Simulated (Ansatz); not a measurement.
Species: C$_{4}$H$_{9}$, net charge -1, singlet state. It need not be the lowest isomer of its formula. Whether it binds its extra electron was not tested at this geometry. 
Structure (B3LYP-D3(BJ)/def2-TZVP (Ansatz, a first-principles code) minimum search):
```
C
H 1 1.0967
H 1 1.0967 2 105.90
C 1 1.5344 2 109.98 3 -118.79
H 4 1.0955 1 110.59 2 -62.72
H 4 1.0955 5 106.97 1 120.49
H 4 1.0964 5 107.62 6 115.41
C 1 1.5562 2 108.20 3 115.81
H 8 1.1064 1 105.66 2 178.15
H 8 1.1064 9 104.68 1 111.30
C 8 1.5156 9 110.08 10 118.27
H 11 1.1074 8 109.35 9 -179.22
H 11 1.1074 12 106.66 8 118.14
```
Charge -1, spin multiplicity 1.

Basis-set convergence of Hartree-Fock and MP2 correlation energies (hartree) with Ansatz. Valence correlation only, unless marked. Spin-orbit coupling is left out. Non-relativistic. This anion needs diffuse functions, which these sets lack.

```json
[
 {"basis": "cc-pVDZ", "functions": "101", "E(HF)": "-156.60044", "E(corr, MP2)": "-0.59670"},
 {"basis": "cc-pVTZ", "functions": "246", "E(HF)": "?", "E(corr, MP2)": "?"}
]
```

Complete the blanks.


- cc-pVTZ, E(HF): -156.65269
- cc-pVTZ, E(corr, MP2): -0.73257
